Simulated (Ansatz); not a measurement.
Born–Oppenheimer molecular dynamics of AlH3OSi (6 atoms, charge 0, multiplicity 1). It starts from a relaxed structure.

Method: RKS CAM-B3LYP-D4/cc-pVDZ (Ansatz 0.2.0).

| Item | Value |
| --- | --- |
| ensemble | NVE (velocity Verlet) |
| time step | 0.5 fs |
| steps asked | 150 |
| starting velocities drawn for | 500 K |
| seed | 985295 |

First frame:

```xyz
6
Properties=species:S:1:pos:R:3
O -0.859 -0.724 -0.197
Al 0.794 -1.111 0.294
Si -0.229 0.892 -0.139
H 1.496 -2.490 0.586
H -0.258 1.600 -1.456
H -0.903 1.770 0.866
```

**Question.** How far do the bonds stretch over the last three quarters of this one trajectory? (Pairs bonded in most of those frames.)

**Answer.** 
| bond | mean (Å) | spread (Å) | shortest | longest |
| --- | --- | --- | --- | --- |
| O1–Al2 | 1.753 | 0.029 | 1.70 | 1.80 |
| O1–Si3 | 1.738 | 0.043 | 1.68 | 1.81 |
| Al2–Si3 | 2.302 | 0.039 | 2.24 | 2.36 |
| Al2–H4 | 1.581 | 0.090 | 1.46 | 1.71 |
| Si3–H5 | 1.497 | 0.016 | 1.47 | 1.52 |
| Si3–H6 | 1.497 | 0.029 | 1.46 | 1.54 |

Mean temperature of the second half: 246 K. The conserved energy stayed within 0.21 meV per atom of its start (net change 0.054 meV per atom), so the integration is sound. The temperature averaged 0.49 of the 500 K drawn at the start: a run that starts near a minimum puts about half its kinetic energy into the potential. A run of 0.075 ps of so small a system gives no equilibrium averages.

Run time: 4.4 min on 1 thread of Arm Neoverse V1 (shared host), peak memory 0.12 GiB.
